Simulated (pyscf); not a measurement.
Thermochemistry of product channels of H₂P–GaH₂ + SiH₂ [singlet] on the singlet surface, in kcal/mol, from CCSD(T)/def2-TZVPP + ΔMP2(QZVPP) energies (ideal gas, 1 atm, RRHO with modes under 100 cm⁻¹ raised to 100, one conformer, R ln 2 for rigid chiral ones). Structures and frequencies: ωB97X-D3(BJ)/def2-SVP in PySCF. Correlated levels are frozen-core, on RHF or UHF. ΔMP2 is the change of the MP2 total energy from the triple- to the quadruple-zeta basis.

| products | ΔE | ΔH(298 K) | ΔG(600 K) | ΔG(1200 K) |
|---|---|---|---|---|
| H₃Si–GaH–PH₂ | -61.1 | -57.8 | -37.2 | -17.8 |
| H₂P–SiH₂–GaH₂ | ___ | -49.8 | -29.2 | ___ |
| H₃Si–PH–GaH₂ | ___ | -60.5 | -38.9 | -18.4 |

Question: What belongs in the gaps?

Answer: 
- H₂P–SiH₂–GaH₂, ΔE: -52.6
- H₂P–SiH₂–GaH₂, ΔG(1200 K): -9.8
- H₃Si–PH–GaH₂, ΔE: -63.5

These are energies of the channels, which say nothing of barriers. The CCSD(T) − MP2 part came from Ansatz, without density fitting, on the same reference. The frozen core leaves the outer d or s,p core shells of the metals and heavy elements correlated in the MP2 and CC values, and def2-TZVPP describes them poorly, which can shift differences by a few kcal/mol. Elements up to Kr have no core potential and no relativistic terms here.
